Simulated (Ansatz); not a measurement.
The first iterations of a band of AlH$_{5}$N (7 atoms, charge 0, multiplicity 2).

Computed with UKS BHLYP-D4/def2-SVP in Ansatz.

```json
{"movable images": "5", "climbing image": "yes", "spring": "5.0 eV/Å²", "optimiser": "quadratic models (default)", "start path": "through a guess of the saddle point", "force threshold": "0.05 eV/Å", "iteration limit": "60", "end points": "relaxed"}
```

First end point:

```xyz
7
Properties=species:S:1:pos:R:3
Al -0.010 -0.002 0.666
H 0.521 -1.423 1.405
H 1.160 0.812 -0.014
H -1.447 -0.143 0.025
N -0.108 0.333 2.531
H -0.834 -0.072 3.113
H 0.719 0.495 3.095
```

Last end point:

```xyz
7
Properties=species:S:1:pos:R:3
Al -0.222 -0.175 0.262
H 0.896 -0.860 2.567
H 1.157 0.530 -0.141
H -1.530 0.744 0.310
N 0.107 -0.272 2.324
H -0.706 -0.626 2.817
H 0.298 0.659 2.682
```

| iteration | highest image above the first end (eV) | largest band force component (eV/Å) |
| --- | --- | --- |
| 1 | 4.647 | 30.824 |
| 2 | 1.744 | 4.057 |
| 3 | 1.439 | 1.961 |
| 4 | 1.012 | 2.590 |
| 5 | 0.860 | 1.624 |
| 6 | 0.848 | 0.873 |
| 7 | 0.882 | 0.719 |
| 8 | 0.799 | 0.662 |
| 9 | 0.604 | 1.326 |

Q: Does the band converge within its limit, and where does its top end?

A: The forces met the threshold. It ended after 28 iterations with the highest image 0.525 eV above the first end. A vibrational analysis at the climbing image gives one clearly imaginary mode, 1557i cm⁻¹: a first-order saddle point.

The run took 4.2 min on 1 thread of Arm Neoverse V2 (shared host), peak memory 0.13 GiB.
